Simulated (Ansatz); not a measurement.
A calculation on rock-salt HfC returned lattice constant a 4.647 Å, bulk modulus 234 GPa.

For reference: lattice constant a 4.638 Å (measured, temperature not stated, no zero-point or thermal correction; as tabulated in Zhang et al. (2018), doi:10.1088/1367-2630/aac7f0); bulk modulus 242 GPa (measured, room temperature, no zero-point or thermal correction, sources range from 242 to 286; as tabulated in Synthesis of Binary Transition Metal Nitrides, Carbides and Borides from the …).

Q: Which level of theory produced these numbers?
(A) PBEsol+SOC (Ansatz, a program for electronic structure)
(B) PBE+SOC (Ansatz)
(C) PBEsol (Ansatz)
(D) LDA (Ansatz)

A: B, PBE+SOC (Ansatz)

The others give: PBEsol 4.607 Å, 248 GPa; PBEsol+SOC 4.602 Å, 248 GPa; LDA 4.573 Å, 261 GPa.

Unless a cell is named, each level is at its own relaxed cell (LDA 11.95, PBE+SOC 12.54, PBEsol 12.22, PBEsol+SOC 12.19 Å³/atom).

Ansatz's density-functional and Hartree–Fock values are scalar-relativistic unless marked +SOC, with PAW data made under PBE.
